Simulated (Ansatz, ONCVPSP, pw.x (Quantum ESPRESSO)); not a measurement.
# pw.x on fcc W: one setting changed

Potential: optimised norm-conserving Vanderbilt (ONCV), ONCVPSP 4.0.1.1 (patched build), PBEsol; core [Kr] 4d10 4f14, reference 5s2 5p6 5d4.5 6s1.5; waves: 5s+6s: rc 1.90 bohr, ncon 4, nbas 7, qcut 5.9 1/bohr, 2 projectors; 5p: rc 1.30 bohr, ncon 4, nbas 7, qcut 8.8 1/bohr, 2 projectors, debl 0.6 Ha; 5d: rc 2.05 bohr, ncon 5, nbas 10, qcut 7.5 1/bohr, 2 projectors, debl 1.9 Ha; local part: polynomial inside 1.10 bohr (lpopt 4, dvloc0 2 Ha); core correction: Teter function fitted to the true core (icmod 2), fcfact 0.65. In the p channel the program set the typed energies aside and used -1.554, 0.250 Ha.

The reference run (k-mesh 14³, cutoffs 90/360 Ry, Fermi–Dirac 0.01 Ry, mixing_beta 0.4, conv_thr 1e-9, no spin) gives -3.16 GPa at 15.995 Å³/atom, where all-electron LAPW gives 0.14 GPa. This run, with its own iteration cap, changes mixing_mode to TF.

```
&control
  calculation='scf', prefix='x', pseudo_dir='./', outdir='./tmp', tstress=.true., disk_io='none'
/
&system
  ibrav=0, nat=1, ntyp=1, ecutwfc=90, ecutrho=360, nbnd=15,
  occupations='smearing', smearing='fd', degauss=0.01
/
&electrons
  conv_thr=1e-09, mixing_beta=0.4, electron_maxstep=50, mixing_mode='TF'
/
ATOMIC_SPECIES
W 1.0 W.UPF
CELL_PARAMETERS angstrom
  0.00000000 1.99979164 1.99979164
  1.99979164 0.00000000 1.99979164
  1.99979164 1.99979164 0.00000000
ATOMIC_POSITIONS crystal
W 0.0000 0.0000 0.0000
K_POINTS automatic
14 14 14 0 0 0
```

```bash
pw.x < W.scf.in > W.scf.out
```

How does the run end?

It converges in 8 iterations; the free energy moves by +0.0 meV/atom and the pressure by +0.02 GPa. The result is that of the reference run.

```
Message from routine setup:
     using ibrav=0 with symmetry is DISCOURAGED, use correct ibrav instead
     lattice parameter (alat)  =       5.3444  a.u.
     unit-cell volume          =     107.9396 (a.u.)^3
     number of electrons       =        14.00
     number of Kohn-Sham states=           15
     kinetic-energy cutoff     =      90.0000  Ry
     charge density cutoff     =     360.0000  Ry
     scf convergence threshold =      1.0E-09
     Exchange-correlation= PBESOL
     number of k points=   104  Fermi-Dirac smearing, width (Ry)=  0.0100
     iteration #  1     ecut=    90.00 Ry     beta= 0.40
     total energy              =    -163.95275312 Ry
     estimated scf accuracy    <       0.06989638 Ry
     iteration #  2     ecut=    90.00 Ry     beta= 0.40
     total energy              =    -163.93755431 Ry
     estimated scf accuracy    <       0.03018742 Ry
     iteration #  3     ecut=    90.00 Ry     beta= 0.40
     total energy              =    -163.94259925 Ry
     estimated scf accuracy    <       0.00016966 Ry
     [... 2 iterations left out ...]
     iteration #  6     ecut=    90.00 Ry     beta= 0.40
     total energy              =    -163.94262365 Ry
     estimated scf accuracy    <       0.00000002 Ry
     iteration #  7     ecut=    90.00 Ry     beta= 0.40
     total energy              =    -163.94262365 Ry
     estimated scf accuracy    <          3.9E-09 Ry
     iteration #  8     ecut=    90.00 Ry     beta= 0.40
     the Fermi energy is    21.6091 ev
!    total energy              =    -163.94262365 Ry
     estimated scf accuracy    <          4.9E-10 Ry
     smearing contrib. (-TS)   =      -0.00512910 Ry
     The total energy is F=E-TS. E is the sum of the following terms:
     one-electron contribution =     -15.75284466 Ry
     hartree contribution      =      16.33929467 Ry
     xc contribution           =     -45.62753622 Ry
     ewald contribution        =    -118.89640834 Ry
     convergence has been achieved in   8 iterations
          total   stress  (Ry/bohr**3)                   (kbar)     P=      -31.42
     Message from routine punch:
     Nothing written, as per user request (disk_io='none')
```

The run took about 40 s on one core of a shared host (Neoverse-V1, 32 threads, 247 GiB, load 30).
